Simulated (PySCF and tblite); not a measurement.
The numbers below are computed, except where a source is named.
Stationary points of C₅H₉N at PBE0-D3(BJ)/def2-SVP, in Å:

Structure A

```
 1 C    -1.317   -0.037    1.380
 2 C    -0.574   -0.363    0.320
 3 C    -0.290   -1.773   -0.100
 4 C     0.027    0.704   -0.548
 5 C     1.446    1.080   -0.215
 6 N    -0.678    1.196   -1.484
 7 H    -1.759   -0.806    2.021
 8 H    -1.519    1.007    1.635
 9 H    -0.728   -2.498    0.599
10 H    -0.707   -1.954   -1.104
11 H     0.794   -1.967   -0.167
12 H     2.092    0.189   -0.184
13 H     1.487    1.532    0.789
14 H     1.859    1.792   -0.945
15 H    -0.134    1.899   -1.996
```

Structure B

```
 1 C    -1.817   -0.136    0.955
 2 C    -0.629   -0.300    0.359
 3 C     0.098   -1.615    0.379
 4 C     0.002    0.862   -0.349
 5 C     1.444    0.713   -0.761
 6 N    -0.695    1.909   -0.560
 7 H    -2.309   -0.960    1.478
 8 H    -2.313    0.837    0.916
 9 H    -0.484   -2.373    0.919
10 H     0.282   -1.994   -0.640
11 H     1.082   -1.535    0.869
12 H     1.577   -0.130   -1.457
13 H     2.086    0.508    0.111
14 H     1.805    1.628   -1.252
15 H    -0.131    2.620   -1.030
```

Structure C

```
 1 C    -0.485   -0.307    1.610
 2 C    -0.360   -0.520    0.290
 3 C    -0.935   -1.728   -0.383
 4 C     0.361    0.440   -0.590
 5 C     0.977    1.668    0.029
 6 N     0.416    0.161   -1.835
 7 H    -1.019   -1.020    2.244
 8 H    -0.069    0.572    2.106
 9 H    -1.458   -2.373    0.336
10 H    -1.632   -1.429   -1.181
11 H    -0.142   -2.305   -0.881
12 H     1.716    1.397    0.798
13 H     0.212    2.292    0.517
14 H     1.480    2.273   -0.739
15 H     0.933    0.887   -2.340
```

Level: PBE0/pcSseg-1 + D3(BJ) on PBE0-D3(BJ)/def2-SVP stationary points, with GFN2-xTB thermal terms.

Which structure is a saddle point, and along which motion?

A: one imaginary mode (53i cm⁻¹ at GFN2-xTB, mostly on N6, C5, C3), along the rotation about the C2–C4 bond (torsion C1–C2–C4–C5 from 1° to 168°, rising).

Give their symmetry and energies above the lowest.

A C1, 5.8 kcal/mol; B C1, 3.5 kcal/mol; C Cs, 0.0 kcal/mol.
